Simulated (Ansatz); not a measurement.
in.yaml

```yaml
crystal:
  periodic: [false, false, false]
  atoms:
    - {symbol: Si, position_ang: [0.002123, 0.007672, 1.061033]}
    - {symbol: S, position_ang: [0.001289, -0.012794, -1.070815]}
    - {symbol: H, position_ang: [0.049341, 1.499323, 1.354401]}
    - {symbol: H, position_ang: [1.158098, -0.661202, 1.598708]}
    - {symbol: H, position_ang: [-1.307608, -0.644876, 1.547218]}
basis:
  gaussian: {orbitals: def2-mTZVP}
magnetization: {spin_polarized: false, initial_magnetization: 1}
correlation: {method: mp2, electrons: valence}
```

```sh
$ ansatz run in.yaml --threads 1 --pin off --events-out ev --progress --plain --max-ram 2393MiB
```

Output:

```
484 factors; integrals over basis functions are off by at most 1.2e-3 eV
mean field evaluation 1: about -18725.5336 eV, gradient 1.2e1 eV
mean field evaluation 2: about -18725.5349 eV, gradient 1.2e1 eV
mean field evaluation 4: about -18726.8886 eV, gradient 1.8e0 eV
mean field evaluation 8: about -18726.9063 eV, gradient 7.9e-3 eV
mean field evaluation 16: about -18726.8799 eV, gradient 1.5e-1 eV
mean field evaluation 32: about -18726.8760 eV, gradient 3.9e-1 eV
mean field -18726.90628712 eV, -688.2011124987 hartree, gradient 2.1e-6 eV, S^2 0.750000; 4 other end points of the search recorded, 0 dependent functions left out
mean field evaluation 64: about -18727.0158 eV, gradient 2.1e-1 eV
10 core orbitals not correlated: weight in the atoms' cores, before any rotation towards them, 1.000 or more for the frozen orbitals, at most 0.000 for the correlated occupied ones
reference -18726.90628712 eV, -688.2011124987 hartree; 7, 6 occupied and 36, 37 virtual orbitals, 484 factors
second order -5.07138651 eV of doubles, -0.07118533 eV of singles
Total energy: -18732.04885896 eV, -688.3900985282 hartree
```

Ran on 1 thread of Intel Xeon Platinum 8488C, shared host: 1.5 s wall, 0.11 GiB peak host memory.
